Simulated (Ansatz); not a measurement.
```yaml
crystal:
  periodic: [false, false, false]
  atoms:
    - {symbol: O, position_ang: [-0.144382, -1.155325, -0.146307]}
    - {symbol: Al, position_ang: [0.142298, 0.855219, -0.144194]}
    - {symbol: H, position_ang: [-0.993939, -1.387607, 0.244388]}
    - {symbol: H, position_ang: [0.542146, -1.608274, 0.355533]}
    - {symbol: H, position_ang: [0.312157, 1.196235, -1.689693]}
    - {symbol: H, position_ang: [-1.252777, 1.208183, 0.561142]}
    - {symbol: H, position_ang: [1.455799, 0.823568, 0.773430]}
basis:
  gaussian: {orbitals: def2-mTZVP, final_grid: {core_spheres: 1, valence_spheres: 1, degree: 5}}
hamiltonian: {xc: {name: r2SCAN}}
output: {forces: true}
```

```sh
$ ansatz run in.yaml --threads 2 --pin off --events-out ev --progress --plain --max-ram 32768MiB --backend cpu
```

It prints (some lines left out):

```
Functional definition: r2SCAN
603 factors; their error is unknown
mean field evaluation 1: about -8720.1862 eV, gradient 5.0e1 eV
mean field evaluation 2: about -8714.1549 eV, gradient 7.8e1 eV
mean field evaluation 4: about -8724.2217 eV, gradient 5.4e-1 eV
mean field evaluation 8: about -8704.9146 eV, gradient 8.5e0 eV
mean field evaluation 16: about -8705.2672 eV, gradient 6.8e-3 eV
mean field -8705.26722899 eV, -319.9126700232 hartree, gradient 3.6e-5 eV, S^2 0.000000; 0 other end points of the search recorded, 0 dependent functions left out
reference -8705.26727623 eV, -319.9126717593 hartree; 13, 13 occupied and 48, 48 virtual orbitals, 603 factors
Total energy: -8705.26727623 eV, -319.9126717593 hartree
Atom 0 at    -0.144382    -1.155325    -0.146307 Å, force    -0.933024    -2.754508     6.990832 eV/Å
Atom 1 at     0.142298     0.855219    -0.144194 Å, force     0.036628    -0.599993    -0.805358 eV/Å
Atom 2 at    -0.993939    -1.387607     0.244388 Å, force     6.409527     1.635665    -3.079954 eV/Å
Atom 3 at     0.542146    -1.608274     0.355533 Å, force    -5.192057     3.321571    -3.908401 eV/Å
Atom 4 at     0.312157     1.196235    -1.689693 Å, force    -0.150999    -0.694441     0.207704 eV/Å
Atom 5 at    -1.252777     1.208183     0.561142 Å, force    -0.144254    -0.458231     0.274605 eV/Å
Atom 6 at     1.455799     0.823568     0.773430 Å, force    -0.025820    -0.450061     0.320571 eV/Å
Dipole moment:    -0.088538    -0.575882     0.064442 e Å
```

Task: What is wrong with this run?

Result: The integration grid is far too coarse. Self-consistency was reached. The result belongs to that input, not to the molecule as meant.
